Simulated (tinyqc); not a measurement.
The basis set: RHF and MP2 along a ladder of basis sets, for H3O+, spin multiplicity 1. Computed by the program tinyqc with PySCF. Command: `OMP_NUM_THREADS=1 python tinyqc.py 113266 113267 out.jsonl`; one thread of a shared host (Intel(R) Xeon(R) Processor @ 2.60GHz), about 4 s.

Geometry (angstrom):
```
atom        x        y       z
O      0.0000   0.0000  0.3440
H      0.8620   0.0000  0.0000
H     -0.4310   0.7460  0.0000
H     -0.4310  -0.7460  0.0000
```

Same geometry throughout; the dipole is taken about the origin.

RHF and frozen-core MP2 in a ladder of bases:
```
basis        functions  E(RHF) (hartree)  E(MP2 corr) (hartree)  HOMO (eV)  LUMO (eV)  dipole (debye)
sto-3g               8         -75.30945               -0.04512    -26.036      4.047           0.979
3-21g               15         -75.86484               -0.12440    -26.680     -2.082           1.233
6-31g               15         -76.25193               -0.12433    -26.713     -3.039           1.278
6-31g**             29         -76.30198               -0.19065    -26.867     -2.751           0.809
cc-pvdz             29         -76.30553               -0.19927    -26.872     -3.228           0.679
aug-cc-pvdz         50         -76.31182               -0.20754    -26.903     -4.633           0.622
cc-pvtz             72         -76.33330               -0.25322    -26.913     -3.798           0.638
```

From cc-pVDZ to cc-pVTZ the RHF energy falls by 27.8 mhartree and the correlation energy by 53.9. If valence correlation converges as X^-3, (27 E(T) - 8 E(D))/19 gives -0.2759 hartree, a rough estimate from such small X that usually falls short; STO-3G holds about 16 % of it. Beyond STO-3G the LUMO moves by 2.6 eV and the HOMO by 0.2 eV.
